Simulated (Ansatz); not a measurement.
Geometry optimisation, RKS PBE0-D4/cc-pVDZ in Ansatz.

The input (input.yaml):

```yaml
crystal:
  periodic: [false, false, false]
  atoms:
    - { symbol: "N", position_ang: [-0.44577, 0.02382, -0.80142] }
    - { symbol: B, position_ang: [0.14096, 0.02927, 0.42087] }
    - { symbol: Na, position_ang: [2.13921, -1.004, -0.20357] }
    - { symbol: H, position_ang: [-1.39083, 0.42899, -0.88649] }
    - { symbol: H, position_ang: [-0.44355, 0.52192, 1.4706] }
total_charge: -1
basis:
  gaussian: { orbitals: cc-pVDZ }
hamiltonian:
  xc: pbe0
  dispersion: d4
relax:
  f_tol: 0.02
  max_steps: 40
scf:
  lower_state_search: "off"
```

Command:

```bash
$ ansatz run input.yaml --threads 1 --pin off --max-ram 2048MiB --backend cpu --events-out ev --progress --plain --runs-dir out
```

Problem. Where does it end, and by what steps?

Solution. It converged. Limits of this set-up: an anion without diffuse functions, the dipole of an ion depends on the origin. After 7 steps the energy has fallen by 0.427 eV; Na3 moved furthest, 0.38 Å.

```tsv
step	energy less start (eV)	largest force component (eV/Å)	accepted
0	0.0000	2.681	yes
1	-0.2971	1.329	yes
2	-0.4098	1.152	yes
3	-0.4240	0.185	yes
4	-0.4256	0.061	yes
5	-0.4262	0.033	yes
6	-0.4265	0.021	yes
7	-0.4266	0.007	yes
```

```xyz
5
Properties=species:S:1:pos:R:3
N -0.236 -0.042 -0.672
B -0.048 0.160 0.629
Na 1.960 -0.998 -0.539
H -1.136 0.276 -1.065
H -0.540 0.604 1.648
```

Whether the end is a true minimum wasn't checked by a vibrational analysis.

Run time: 12 s on 1 thread of Arm Neoverse V1, with other jobs on the host, peak memory 0.11 GiB.
